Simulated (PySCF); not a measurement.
An unknown is described by computed data only.

Formula: C3H9P.

* UV, first state: lowest singlet excitation: 6.36 eV (195 nm, f = 0.001) [TDDFT CAM-B3LYP/def2-SVPD]
* 1H NMR: chemical shifts (computed TMS as zero) by class: 0.85 (9 H) ppm [GIAO PBE0/pcSseg-1]
* Dipole: 1.25 D [CAM-B3LYP/def2-SVPD]
* Rotational structure: rotational constants A, B, C: 5.762, 5.760, 3.701 GHz [PBE0-D3(BJ)/def2-SVP]
* UV, strongest line: among the 10 lowest singlet transitions: S4 at 7.52 eV (165 nm, f = 0.315) [TDDFT CAM-B3LYP/def2-SVPD]
* NMR, other nuclei: isotropic shieldings of nuclei other than C and H, by class: 395 (1 P) ppm [GIAO PBE0/pcSseg-1]
* 13C NMR: chemical shifts (computed TMS as zero) by class: 18.6 (3 C) ppm [GIAO PBE0/pcSseg-1]

Electronic properties: PySCF, gas phase, density fitting. Levels stand in brackets. Isolated species at its PBE0-D3(BJ)/def2-SVP geometry, gas phase. NMR values are class means; diastereotopic atoms form classes of their own.

Task: Propose a structure and show how it fits.

Result: Numbering: `[CH3:1][P:2]([CH3:3])[CH3:4]`. 3 carbons fall into 1 class: sp3 carbon bound to phosphorus [C1/C3/C4] (18.6 ppm, 3 C). All hydrogens form one class (0.85 ppm): methyl hydrogen. The other shieldings belong to: 395 ppm, phosphine phosphorus [P2]. The optimised geometry has point group C3v and is an oblate symmetric top (the spread among constants that symmetry makes equal is optimisation noise). Structure: `CP(C)C`. The assignments are read from this structure; whether some other isomer fits the data as well wasn't checked.
